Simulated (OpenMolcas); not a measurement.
**Predicting a hybrid from its neighbours: C3H4 (allene)**

The species is C3H4 (7 atoms), meant as a singlet with charge 0. As SMILES, `C=C=C`. The coordinates come from a PBE0-D4/def2-TZVP relaxation.

The vertical energy of the triplet above the singlet y, in eV, basis def2-TZVP; a is the functional's share of exact exchange. Programs: OpenMolcas 26.06.

| functional | program | a | y (eV) |
| --- | --- | --- | --- |
| TPSS | OpenMolcas | 0 | 4.71 |
| revPBE | OpenMolcas | 0 | 4.75 |
| B3LYP | OpenMolcas | 0.2 | ? |
| PBE0 | OpenMolcas | 0.25 | 4.66 |
| BHLYP | OpenMolcas | 0.5 | 4.60 |

Problem. Fit y = c + s·a to the known rows and predict B3LYP.

Solution. 
1. Means of the 4 rows: a = 0.1875, y = 4.680.
2. Σ(Δa)² = 0.17188, Σ(Δa·Δy) = -0.045, so the slope is -0.045/0.17188 = -0.26181.
3. Intercept: 4.680 − (-0.26181) × 0.1875 = 4.729. The largest residual of the fit is 0.021.
4. B3LYP: 4.729 + (-0.26181) × 0.2 = 4.68 eV.

The run gave 4.79 eV, so the prediction is off by -0.11 eV, more than the largest residual. Exact exchange favours the state with more unpaired electrons. The rows mix families of semi-local functionals, which the line can't see.
